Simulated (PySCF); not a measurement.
Gas-phase reaction: CS2 + CO + O ⇌ 2 COS

Method: PySCF energies plus ideal-gas RRHO corrections (1 bar). 'Table' is the NASA 1993 thermochemical table (part measured, part estimated). † marks an energy on the PBE0/def2-TZVP geometry and frequencies; other levels use their own. MP2 freezes the core. Open shells (unrestricted): O (multiplicity 3, electronic degeneracy 9); the rest are closed-shell singlets. Spin-orbit splitting is ignored; it lowers the true energy and changes the entropy of O. MP2 isn't extrapolated to the basis-set limit; its ΔH°(298 K) is -544.0 kJ in def2-SVP and -563.5 kJ in def2-TZVPP. The harmonic model lacks anharmonicity and excited electronic states, which grow with temperature; levels with a mode under 35 cm⁻¹ are left out.

| level | ΔH°(298 K), kJ | minus table | ΔG°(1200 K), kJ |
|---|---|---|---|
| table | -532.4 | - | -367.2 |
| BLYP/def2-TZVP† | -572.7 | -40.3 | -406.9 |
| HF/def2-TZVP† | -303.7 | 228.7 | -137.9 |
| MP2/def2-SVP† | -544.0 | -11.6 | -378.2 |
| PBE/def2-SVP | -631.4 | -99.0 | -467.0 |
| PBE/def2-TZVP† | -610.9 | -78.5 | -445.1 |
| LDA/def2-TZVP† | -721.8 | -189.4 | -556.0 |
| ωB97M-V/def2-TZVP† | -546.9 | -14.5 | -381.1 |
